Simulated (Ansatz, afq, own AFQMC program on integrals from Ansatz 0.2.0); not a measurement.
## SiH$_{2}$, triplet → SiH2, singlet

```xyz
3

Si    0.0000   -0.0507    0.0000
H     0.0000    0.7069   -1.2784
H     0.0000    0.7069    1.2784
```

E(singlet, charge +0) − E(triplet, charge +0) at this geometry, on UHF and UHF determinants.

Basis cc-pVDZ. Noble-gas cores (and the filled d shells of Ga–Kr and In–Xe) are frozen. Ansatz 0.2.0 and our own AFQMC program on the same integrals; the CISD trial comes from CCSD amplitudes, and released means the phaseless constraint is let go. ± is one standard error of the sampling. The errors of all members are added in quadrature.

Full CI on the same integrals is exact in this basis and with this determinant's frozen core.

Errors are counted within cc-pVDZ, not against nature.

Cautions: SiH₂ (triplet): another spin lies lower; SiH₂ (singlet): strong correlation (T1 0.111, weight of the determinant 0.78, largest double 0.13), unrestricted determinant spin contaminated (⟨S²⟩ 0.67 against 0.00).

```tsv
level	vertical spin gap (kJ/mol)
MP2	-13.7
CCSD	-30.0
```

(1) From these cheaper values, estimate the vertical spin gap at the reference level in cc-pVDZ.

(1) -33.2 kJ/mol (full CI in cc-pVDZ).

| level | vertical spin gap (kJ/mol) | error against FCI (kJ/mol) |
| --- | --- | --- |
| HF | -5.8 | 27.4 |
| CCSD(T) | -31.0 | 2.2 |
| CCSDT | -32.9 | 0.3 |
| CCSDT(Q) | -33.1 | 0.0 |
| CCSDTQ | -33.2 | 0.0 |
| ph-AFQMC/CISD | -32.7 ± 0.3 | 0.5 ± 0.3 |
| released AFQMC | -33.1 ± 0.2 | 0.1 ± 0.2 |

Correlation beyond CCSD(T) takes off 2.2 kJ/mol. The perturbative (T) step is worth −1.0 kJ/mol. Where the cautions show a poor determinant, the low rows tell how each method copes with it, not its usual error.

CCSDT and higher add their correlation energy to the determinant of the CCSD(T) run, since their own runs factorise the integrals more tightly (a shift of under 2 meV). A walk keeps the symmetry of its determinant, which the program's search chose and which needn't be the lowest solution, so a lower state of the same spin and another symmetry isn't excluded. Released energies are given only where the last usable release times agree within the noise; a slower fall can still hide under it.
